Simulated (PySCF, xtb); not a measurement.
nitrous oxide anion (N₂O), SMILES [N+](#N)[O-] (connectivity only; charge and spin as stated), charge -1, multiplicity 2.

Harmonic wavenumbers (cm⁻¹) from GFN2-xTB (xtb) at its own minimum, in rising order: 622, 1233, 1864.

Question: What does B3LYP-D3(BJ)/def2-TZVPD (PySCF) give at its own minimum? (The exact figures need the calculation; the answer reports its results.)

Answer: 640, 965, 1698. Paired by order, the mean absolute difference is 151 cm⁻¹ and the zero-point energies are 5.3 and 4.7 kcal/mol.
